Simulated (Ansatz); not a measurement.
in.yaml

```yaml
crystal:
  periodic: [false, false, false]
  atoms:
    - {symbol: Si, position_ang: [0.000000, 0.063178, -0.081287]}
    - {symbol: H, position_ang: [0.000000, -1.091955, -0.746536]}
    - {symbol: H, position_ang: [0.439321, -0.334234, 1.505767]}
    - {symbol: H, position_ang: [-0.439321, -0.334234, 1.505767]}
basis:
  gaussian: {orbitals: cc-pVDZ}
total_charge: 1
magnetization: {spin_polarized: false, initial_magnetization: 2}
correlation: {method: sc_nevpt2, electrons: outside_noble_gas, active_space: {window: {electrons: 4, orbitals: 4}}}
```

```sh
$ ansatz run in.yaml --threads 1 --pin off --events-out ev --progress --plain --max-ram 2393MiB
```

Problem. Roughly how long does this take on 1 thread of AMD EPYC 7R43, shared host, and how much host memory?

Solution. 0.39 s wall and 0.14 GiB.

```
315 factors; integrals over basis functions are off by at most 1.1e-3 eV
mean field evaluation 1: about -7896.9113 eV, gradient 8.7e0 eV
mean field evaluation 2: about -7896.9141 eV, gradient 8.7e0 eV
mean field evaluation 4: about -7897.7076 eV, gradient 6.0e-1 eV
mean field evaluation 8: about -7897.7145 eV, gradient 8.9e-4 eV
mean field -7897.71451190 eV, -290.2356550490 hartree, gradient 1.7e-6 eV, S^2 2.000000; 0 other end points of the search recorded, 0 dependent functions left out
reference -7897.71451190 eV, -290.2356550490 hartree; 9, 7 occupied and 24, 26 virtual orbitals, 315 factors
state -7898.17139975 eV, -290.2524453678 hartree
state -7898.17139975 eV, -290.2524453678 hartree; corrected -7899.79262611 eV, -290.3120243377 hartree
state -7898.08632752 eV, -290.2493190212 hartree
state -7898.08632752 eV, -290.2493190212 hartree; corrected -7899.78037387 eV, -290.3115740762 hartree
state -7898.17139975 eV, -290.2524453678 hartree; corrected -7899.79262611 eV, -290.3120243377 hartree
Total energy: -7899.79262611 eV, -290.3120243377 hartree
```

Natural occupations: 1.9777 1.0016 1.0000 0.0208.

For the same geometry and basis full CI lies 700.8 meV lower.
